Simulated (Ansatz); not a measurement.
InH2⁻, singlet along the distance In1-H3

Starting geometry (PBE0/def2-TZVPD stationary point for this spin, not checked as a minimum):

```xyz
3

In    0.0000   -0.0225    0.0000
H     0.0000    1.2795   -1.3648
H     0.0000    1.2795    1.3648
```

From there H3 moves along the line of the two atoms named below, all else staying in place; atoms are numbered as listed. Energies are in kcal/mol, counted from the starting geometry at the same level.

Basis def2-TZVPD with its core potentials; Ansatz 0.2.0. Correlated methods freeze the noble-gas cores and the filled d shells of p-block atoms. R marks a restricted (for open shells ROHF) determinant, U an unrestricted one. No spin–orbit coupling is included; scalar relativity enters through the core potentials alone.

Unrestricted rows (U) aren't spin-pure: their determinants' ⟨S²⟩ exceeds S(S+1) by up to 0.94, so they mix in states of higher spin, at the starting point too.

Full CI isn't at hand for all of this; RCCSDTQ serves as the reference, and is uncertain by the last step of the cluster series or more. The frozen core follows each run's orbitals, which can shift R against U totals by a few meV for light atoms and by up to 0.1 eV past Ca.

| distance In1-H3 (Å) | UHF |
| --- | --- |
| 1.671 | 4.4 |
| 1.886 | 0.0 |
| 2.119 | 3.2 |
| 2.584 | 15.4 |
| 3.543 | 33.4 |
| 5.083 | 42.2 |

Q: Estimate the RCCSDTQ curve in def2-TZVPD from this one, knowing how UHF errs.

A: The computed RCCSDTQ values, in kcal/mol from the starting point, and the error of UHF against them:
```
distance In1-H3 (Å)  RCCSDTQ  UHF less RCCSDTQ
              1.671      5.4              -1.0
              1.886      0.0               0.0
              2.119      2.2               1.0
              2.584     13.2               2.2
              3.543     32.1               1.3
              5.083     48.3              -6.1
```

The error spans 8.3 kcal/mol and is largest, -6.1 kcal/mol, at 5.083 Å.
